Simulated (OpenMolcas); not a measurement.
**triplet HNO2 at 6 levels**

We compute a comparison of 6 runs (UHF/3-21G, UB3LYP/6-31G*, U-revPBE/def2-TZVP, UBLYP/def2-TZVP, UM06-L/def2-TZVP, UPBE/def2-TZVP) of triplet HNO2. 

The results are computed with OpenMolcas 26.06.

### 1 The structure to begin with

HNO2 has 4 atoms, charge 0, and is taken as a triplet. SMILES of the parent species: `O=NO`. The shape is that of a PBE0-D4/def2-TZVP optimisation. That shape belongs to the parent species and isn't relaxed for this state.

Bond lengths: O1–N2 1.162 Å, N2–O3 1.397 Å, O3–H4 0.967 Å. Angles: O1–N2–O3 111.2°, N2–O3–H4 102.9°.

### 2 A single-point energy at UHF/3-21G (run 1)

Input file run.inp:

```
* HNO2 Hartree-Fock

&gateway
 baslib=$CurrDir
 coord
 4
 angstrom
 O        0.413650       0.047230       1.437260
 N        0.320150      -0.419400       0.377370
 O       -0.362650       0.434660      -0.492650
 H       -0.371140      -0.062490      -1.321980
 basis=3-21G
 group=NoSym

&seward

&scf
 uhf
 spin=3
 thresholds=1e-10 1e-07 1e-07 1e-05
 prorbitals=1 2
```

The basis set 3-21G is read from a file made from the Basis Set Exchange's data (not shown).

The run is started by

```bash
$ export MOLCAS_MEM=1860
$ pymolcas run.inp > run.log
```

The program printed:

```text
--- Start Module: gateway ---
[...]
--- Stop Module: gateway /rc=_RC_ALL_IS_WELL_ ---
--- Start Module: seward ---
[...]
      Basis functions           29
--- Stop Module: seward /rc=_RC_ALL_IS_WELL_ ---
--- Start Module: scf ---
[...]
       Convergence after  28 Iterations
[...]
::    Total SCF energy                               -203.4180277742
[...]
      Total spin, S                                     1.0111651924
[...]
      Total electronic charge=   24.000000
      Total            charge=   -0.000000
[...]
      Dipole Moment (debye):
      Origin of the operator (angstrom)=    0.1048    0.0377    0.4055
                   X= -2.3461E-01               Y= -8.8955E-01               Z= -2.2059E+00           Total=  2.3901E+00
      Quadrupole Moment (debye*angstrom):
[...]
--- Stop Module: scf /rc=_RC_ALL_IS_WELL_ ---
[...]
```

Run time: 1.9 s. Hardware: 1 thread of Arm Neoverse V2, shared host; peak memory 0.37 GiB.

### 3 A single-point energy at UB3LYP/6-31G(d) (spherical functions) (run 2)

Input file struct.xyz:

```xyz
4

O      0.413650     0.047230     1.437260
N      0.320150    -0.419400     0.377370
O     -0.362650     0.434660    -0.492650
H     -0.371140    -0.062490    -1.321980
```

Input file calc.input:

```
* HNO2 Kohn-Sham DFT
&GATEWAY
BasLib=$CurrDir
Coord=struct.xyz
Basis=6-31Gs
Group=NoSym
&SEWARD
GridInput
Grid=UltraFine
End of Grid
&SCF
UHF
Spin=3
KSDFT=B3LYP
Thresholds=1e-10 1e-07 1e-07 1e-05
PrOrbitals=1 2
```

The basis set 6-31G* is read from a file made from the Basis Set Exchange's data (not shown).

The run is started by

```bash
$ export MOLCAS_MEM=1860
$ pymolcas calc.input > calc.log
```

The program printed:

```text
--- Start Module: gateway ---
[...]
--- Stop Module: gateway /rc=_RC_ALL_IS_WELL_ ---
--- Start Module: seward ---
[...]
      Basis functions           44
--- Stop Module: seward /rc=_RC_ALL_IS_WELL_ ---
--- Start Module: scf ---
[...]
       Convergence after  19 Iterations
[...]
::    Total KS-DFT energy                            -205.5996829920
[...]
      Total spin, S                                     1.0023631773
[...]
      Total electronic charge=   24.000000
      Total            charge=   -0.000000
[...]
      Dipole Moment (debye):
      Origin of the operator (angstrom)=    0.1048    0.0377    0.4055
                   X= -2.9852E-01               Y= -7.4991E-01               Z= -2.1911E+00           Total=  2.3351E+00
      Quadrupole Moment (debye*angstrom):
[...]
--- Stop Module: scf /rc=_RC_ALL_IS_WELL_ ---
[...]
```

It took 11 s on 1 thread of Arm Neoverse V2, shared host; peak memory 0.38 GiB.

Runs 3 to 4 aren't shown in full; the table further down has their settings and results.

### 4 The energy at UM06-L/def2-TZVP (run 5)

Input file mol.xyz:

```xyz
4

O      0.413650     0.047230     1.437260
N      0.320150    -0.419400     0.377370
O     -0.362650     0.434660    -0.492650
H     -0.371140    -0.062490    -1.321980
```

Input file test.input:

```
&GATEWAY
 BasLib=$CurrDir
 Coord=mol.xyz
 Basis=def2-TZVP
 Group=NoSym

&SEWARD
 GridInput
 Grid=UltraFine
 End of Grid

&SCF
 UHF
 Spin=3
 KSDFT=M06L
 Thresholds=1e-10 1e-07 1e-07 1e-05
 PrOrbitals=1 2
```

The basis set def2-TZVP is read from a file made from the Basis Set Exchange's data (not shown).

The run is started by

```bash
$ export MOLCAS_MEM=1860
$ pymolcas test.input > test.log
```

The program printed:

```text
--- Start Module: gateway ---
[...]
--- Stop Module: gateway /rc=_RC_ALL_IS_WELL_ ---
--- Start Module: seward ---
[...]
      Basis functions           99
--- Stop Module: seward /rc=_RC_ALL_IS_WELL_ ---
[...]
--- Start Module: scf ---
[...]
       Convergence after  21 Iterations
[...]
::    Total KS-DFT energy                            -205.6725158211
[...]
      Total spin, S                                     1.0029331577
[...]
      Total electronic charge=   24.000000
      Total            charge=   -0.000000
[...]
      Dipole Moment (debye):
      Origin of the operator (angstrom)=    0.1048    0.0377    0.4055
                   X= -3.4526E-01               Y= -6.3909E-01               Z= -2.1663E+00           Total=  2.2848E+00
      Quadrupole Moment (debye*angstrom):
[...]
--- Stop Module: scf /rc=_RC_ALL_IS_WELL_ ---
[...]
```

It took 56 s on 1 thread of Arm Neoverse V2, shared host; peak memory 0.55 GiB.

### 5 The energy at UPBE/def2-TZVP (run 6)

Input file coord.xyz:

```xyz
4

O      0.413650     0.047230     1.437260
N      0.320150    -0.419400     0.377370
O     -0.362650     0.434660    -0.492650
H     -0.371140    -0.062490    -1.321980
```

Input file mol.input:

```
* HNO2 Kohn-Sham DFT
>>> EXPORT MOLCAS_PRINT=2

&GATEWAY
 BASLIB=$CurrDir
 COORD=coord.xyz
 BASIS=def2-TZVP
 GROUP=NoSym

&SEWARD
 GRIDINPUT
 Grid=UltraFine
 End of Grid

&SCF
 UHF
 SPIN=3
 KSDFT=PBE
 THRESHOLDS=1e-10 1e-07 1e-07 1e-05
 PRORBITALS=1
```

The basis set def2-TZVP is read from a file made from the Basis Set Exchange's data (not shown).

The run is started by

```bash
$ export MOLCAS_MEM=1860
$ pymolcas mol.input > mol.log
```

The program printed:

```text
--- Start Module: gateway ---
[...]
--- Stop Module: gateway /rc=_RC_ALL_IS_WELL_ ---
--- Start Module: seward ---
[...]
      Basis functions           99
--- Stop Module: seward /rc=_RC_ALL_IS_WELL_ ---
[...]
--- Start Module: scf ---
[...]
       Convergence after  21 Iterations
[...]
::    Total KS-DFT energy                            -205.5028967562
[...]
      Total spin, S                                     1.0012621493
[...]
      Total electronic charge=   24.000000
      Total            charge=   -0.000000
[...]
      Dipole Moment (debye):
      Origin of the operator (angstrom)=    0.1048    0.0377    0.4055
                   X= -3.4021E-01               Y= -6.6496E-01               Z= -2.1914E+00           Total=  2.3152E+00
      Quadrupole Moment (debye*angstrom):
[...]
--- Stop Module: scf /rc=_RC_ALL_IS_WELL_ ---
[...]
```

Run time: 37 s. Hardware: 1 thread of Arm Neoverse V2, shared host; peak memory 0.55 GiB.

### 6 All runs side by side

```tsv
run	level	integration grid	energy (Eh)	dipole moment (D)	HOMO energy (eV)	⟨S²⟩	wall time
1	UHF/3-21G	–	-203.418028	2.39	-10.60	2.034	1.9 s
2	UB3LYP/6-31G* (spherical functions)	UltraFine	-205.599683	2.34	-4.87	2.007	11 s
3	U-revPBE/def2-TZVP	UltraFine	-205.656043	2.29	-3.56	2.004	38 s
4	UBLYP/def2-TZVP	UltraFine	-205.687103	2.32	-3.60	2.004	38 s
5	UM06-L/def2-TZVP	UltraFine	-205.672516	2.28	-3.74	2.009	56 s
6	UPBE/def2-TZVP	UltraFine	-205.502897	2.32	-3.62	2.004	37 s
```

### 7 What came out

| quantity | value |
| --- | --- |
| run 6: total energy | -205.50290 Eh |
| run 6: dipole moment | 2.32 D |
| run 6: HOMO energy (highest over α and β) | -3.62 eV |
| run 6: ⟨S²⟩ | 2.004 |

The dipole moment (its size) runs from 2.28 D (UM06-L/def2-TZVP) to 2.39 D (UHF/3-21G). The two ends differ in method and basis. Totals of different functionals can't be ranked against each other. All runs together took 3 min, the longest 56 s.
